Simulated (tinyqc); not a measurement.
Worked calculation: CCSD on RHF in the sto-6g basis, for H2O, spin multiplicity 1. One step of it, computed by the program tinyqc.

Question. Orthogonalisation. S = U s U^T; symmetric (Loewdin) form X = U s^(-1/2) U^T, so that X^T S X = 1.

overlap S, lower triangle:
```
           1O 1s     1O 2s    1O 2px     1O 2py    1O 2pz     2H 1s     3H 1s
1O 1s   1.000000
1O 2s   0.231145  1.000000
1O 2px  0.000000  0.000000  1.000000
1O 2py  0.000000  0.000000  0.000000   1.000000
1O 2pz  0.000000  0.000000  0.000000   0.000000  1.000000
2H 1s   0.040136  0.389816  0.000000   0.244234  0.238019  1.000000
3H 1s   0.032825  0.341300  0.000000  -0.220370  0.214912  0.210806  1.000000
```

Give: eigenvalues of S; X.

Answer.

eigenvalues of S: 0.4518  0.5576  0.8795  1.0000  1.1108  1.2385  1.7617

X, lower triangle:
```
          1O 1s    1O 2s  1O 2px   1O 2py   1O 2pz    2H 1s   3H 1s
1O 1s    1.0222
1O 2s   -0.1311   1.1383
1O 2px   0.0000   0.0000  1.0000
1O 2py  -0.0009   0.0117  0.0000   1.0551
1O 2pz  -0.0070   0.0711  0.0000   0.0063   1.0431
2H 1s    0.0173  -0.2240  0.0000  -0.1620  -0.1341   1.1339
3H 1s    0.0151  -0.1815  0.0000   0.1425  -0.1126  -0.0762  1.1014
```
